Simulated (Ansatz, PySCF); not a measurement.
Species: C$_{4}$H$_{9}$, net charge -1, singlet state. It need not be the lowest isomer of its formula. Whether it binds its extra electron was not tested at this geometry. 
Coordinates optimised at B3LYP-D3(BJ)/def2-TZVP (Ansatz, a first-principles code):
SMILES: [CH2-]C(C)C
```xyz
13

C      0.0015     0.0678     0.3523
H      0.0042    -0.0662     1.4707
C      0.0084     1.4908    -0.1537
H     -0.8740     2.0351     0.2250
H      0.8995     2.0246     0.2195
C      1.2446    -0.6899    -0.1339
H      1.2651    -0.6873    -1.2290
H      2.1556    -0.1898     0.2105
H      1.2678    -1.7283     0.2304
C     -1.2535    -0.6751    -0.1261
H     -1.2809    -0.6722    -1.2210
H     -1.2867    -1.7132     0.2384
H     -2.1563    -0.1643     0.2240
```
Charge -1, spin multiplicity 1.

Total electronic energies in hartree. Valence correlation only, unless marked. Spin-orbit coupling is left out. Non-relativistic. 

```tsv
level	program	energy (Eh)
RI-HF/aug-cc-pVTZ	Ansatz	___
BLYP/def2-TZVPD	Ansatz	___
revPBE/def2-TZVPD	Ansatz	-157.78590
B97M-V/def2-TZVPD	Ansatz	-157.84076
PBE0/def2-TZVP	Ansatz	-157.62681
BHLYP-D4/def2-TZVPD	Ansatz + dftd4	___
M06-2X/def2-TZVPD	PySCF	-157.74806
CAM-B3LYP-D3(BJ)/def2-TZVPD	Ansatz + dftd3	-157.74407
B2GP-PLYP-D3(BJ)/def2-TZVPD	Ansatz + dftd3	-157.64139
MP2/cc-pVDZ	Ansatz	-157.20362
RI-MP2/cc-pVTZ	Ansatz	-157.39251
CCSD/6-31G*	Ansatz	-157.16746
CCSD/aug-cc-pVDZ	Ansatz	-157.31722
CCSD(T)/aug-cc-pVDZ	Ansatz	-157.34273
```

### Question
Fill in the missing entries.

### Answer

- RI-HF/aug-cc-pVTZ, energy (Eh): -156.66655
- BLYP/def2-TZVPD, energy (Eh): -157.73715
- BHLYP-D4/def2-TZVPD, energy (Eh): -157.73207
